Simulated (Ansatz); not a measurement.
System: bcc K. Method: PBE0-D3(BJ) (Ansatz, a program for electronic structure, PAW).

Input file:

Ansatz 0.2 input:
```yaml
crystal:
  lattice:
    - [-2.599316575, 2.599316575, 2.599316575]
    - [2.599316575, -2.599316575, 2.599316575]
    - [2.599316575, 2.599316575, -2.599316575]
  atoms:
    - { symbol: K, position: [0.0, 0.0, 0.0] }
basis:
  ecutwfc: 460
  ecutrho_ratio: 4
  xc_grid: 2
kpoints:
  mp_grid: { grid: [10, 10, 10] }
hamiltonian:
  xc: pbe0
  dispersion: d3bj
  pseudopotentials: { kind: paw }
scf:
  occupations: { method: fermi_dirac, width: 0.05 }
  convergence: { dr2_threshold: 0.0000000001 }
output:
  forces: false
  stress: true
  eigenvalues: true
```

Output (set-up and result lines):

```
WARN output.stress: scf.exx.energy_threshold = 1e-6 eV is looser than the 1e-8 eV advised for a stress under a hybrid functional (1e-8 eV for each atom of the …
Crystal: 1 atoms, lattice volume = 70.249 Å³
Basis set: ecut = 460 eV, 1553 PW (Γ), exchange–correlation on 64×64×64 points (8 copies of the dense FFT grid, shifted against one another)
Bands: 9, of which v1, the nominal top of the filled ones, is band 5 counted from 1 (4 counted from 0)
Symmetry: 48 space group operations
Space group: Im-3m (ITA 229), of the structure as read, at distance tolerance 4.1e-5 Å
k-points: 47 of 1000
Functional: x = pbe(κ = 0.804, μ = 0.2195149727645171), c = pbe(β = 0.06672455060314922), warm-up for x = 0.75 pbe(κ = 0.804, μ = 0.2195149727645171) + 0.25 exact, c = pbe(β = 0.06672455060314922)
SCF iter   1: F=—  HF=-1537.923195 eV  |F-HF|=—  |Δ(HF+E_count)|=         —  Δρ=3.30e-4  dr2=3.52e-5
SCF iter   2: F=—  HF=-1537.923435 eV  |F-HF|=—  |Δ(HF+E_count)|=   2.40e-4  Δρ=1.95e-4  dr2=1.48e-5
  ...
SCF 1 converged in 8 iterations: F = -1537.923512 eV  dr2 = 4.88e-12
Crystal: 1 atoms, lattice volume = 70.249 Å³
Initial density: handed on by an earlier stage of this run
Functional: x = 0.75 pbe(κ = 0.804, μ = 0.2195149727645171) + 0.25 exact, c = pbe(β = 0.06672455060314922)
Crystal: 1 atoms, lattice volume = 70.249 Å³
SCF 3 converged in 5 iterations: F = -1538.998815 eV  dr2 = 3.72e-11
Crystal: 1 atoms, lattice volume = 70.249 Å³
Crystal: 1 atoms, lattice volume = 70.249 Å³
SCF 5 converged in 3 iterations: F = -1538.998815 eV  dr2 = 6.48e-13
Crystal: 1 atoms, lattice volume = 70.249 Å³
Crystal: 1 atoms, lattice volume = 70.249 Å³
SCF iter   2: F=—  HF=-1538.998815 eV  |F-HF|=—  |Δ(HF+E_count)|=   2.99e-9  Δρ=4.94e-8  dr2=4.18e-10
SCF iter   3: F=-1538.998815 eV  HF=-1538.998815 eV  |F-HF|=0.00e0  |Δ(HF+E_count)|=   1.67e-9  Δρ=1.07e-8  dr2=1.33e-13
SCF 7 converged in 3 iterations: F = -1538.998815 eV  dr2 = 1.33e-13
Free energy (F): -1538.998815 eV
Internal energy: -1538.995082 eV  (E = F + TS)
E sigma→0 (E₀):  -1538.996948 eV
Fermi energy:    1.973163 eV
--- Stress (GPa, compression-positive) ---
        0.000681      -0.000000      -0.000000
        0.000000       0.000681      -0.000000
        0.000000      -0.000000       0.000681
  P = ⅓ Tr σ = 0.0007 GPa (0.007 kbar)
```

The PAW data were made under PBE.

Note: the run warned that the count of filled bands differs between k points.

Computing time: very roughly 12 core-minutes.
